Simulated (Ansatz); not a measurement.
Antiferromagnetic (type II) rock-salt MnS, treated with LDA (Ansatz, an electronic-structure program, PAW).

Settings: plane-wave cutoff 520 eV, 10×10×10 k mesh, Fermi–Dirac smearing 0.01 eV, spin-polarised with opposed moments, scalar-relativistic PAW data made under PBE.

Response to compression and expansion:

Shape and atoms are relaxed at each volume.

```csv
V (Å³/atom),P (GPa),c (Å),a (Å)
14.400,3.28,8.423,3.441
14.700,1.67,8.462,3.469
15.000,0.00,8.511,3.494
15.300,-1.52,8.558,3.519
15.600,-3.02,8.610,3.543
```

Note: the gap of the solid is closed in this run; this level leaves the solid without a gap, although one is measured; the bulk modulus comes from volumes at which shape and atoms were relaxed.
